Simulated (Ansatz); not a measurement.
# CH3N (quintet): the correlation ladder, def2-TZVPP

An exercise on one series of results from a longer session: the logs are not shown, and one member is left open.

Computed with Ansatz 0.2.0, Gaussian basis. Level: def2-TZVPP, core rule «outside noble gas», up to 2 orbitals frozen.

To be run: UHF; ROHF; CCSD(T) on UHF.

2 further runs of the same task are left out: 2 set aside as unsound or not needed.

## The system

The geometry is a PBE0/def2-TZVP stationary point (not a proven minimum) of the parent state, kept for this charge and spin.

5 atoms, charge 0, spin multiplicity 5.

Atoms are counted from 1 here; the program's logs count them from 0.

Bond lengths: N1–C2 1.403 Å, C2–H3 1.101 Å, C2–H4 1.101 Å, C2–H5 1.101 Å. Angles: N1–C2–H3 110.9°, N1–C2–H4 110.9°, N1–C2–H5 110.9°, H3–C2–H4 108.0°, H3–C2–H5 108.0°, H4–C2–H5 108.0°.

As a file:

```xyz
5
charge 0, multiplicity 5
N    -0.76733    0.00723    0.00720
C     0.63594   -0.00599   -0.00597
H     1.01875   -1.03785   -0.00456
H     1.04160    0.50872    0.87822
H     1.02481    0.50007   -0.90261
```

Set-up of the first run:

in.yaml reads:

```yaml
crystal:
  periodic: [false, false, false]
  atoms:
    - {symbol: N, position_ang: [-0.767330, 0.007230, 0.007201]}
    - {symbol: C, position_ang: [0.635942, -0.005992, -0.005968]}
    - {symbol: H, position_ang: [1.018747, -1.037854, -0.004565]}
    - {symbol: H, position_ang: [1.041604, 0.508718, 0.878222]}
    - {symbol: H, position_ang: [1.024810, 0.500066, -0.902610]}
basis:
  gaussian: {orbitals: def2-TZVPP}
magnetization: {spin_polarized: true, initial_magnetization: 4}
hamiltonian: {xc: hf}
output: {orbitals: {seedname: orbitals}}
```

Command:

```bash
ansatz run in.yaml --threads 1 --pin off --events-out ev --progress --plain --max-ram 4096MiB --backend cpu
```

Among the steps run: UHF; ROHF; CCSD(T) on UHF.

One table of the session follows, with a row left open; its other results are not shown here.

| method | from UCCSD(T) (meV) |
| --- | --- |
| ROHF | +9190.9 |
| UHF | +8994.3 |
| UMP2 | ? |
| UCCSD | +357.2 |
| UCCSD(T) | 0 |

Estimate the missing values for UMP2.

As computed: from UCCSD(T) (meV): +1253.8. In the column «from UCCSD(T) (meV)» it lies between UCCSD (+357.2) and UHF (+8994.3).
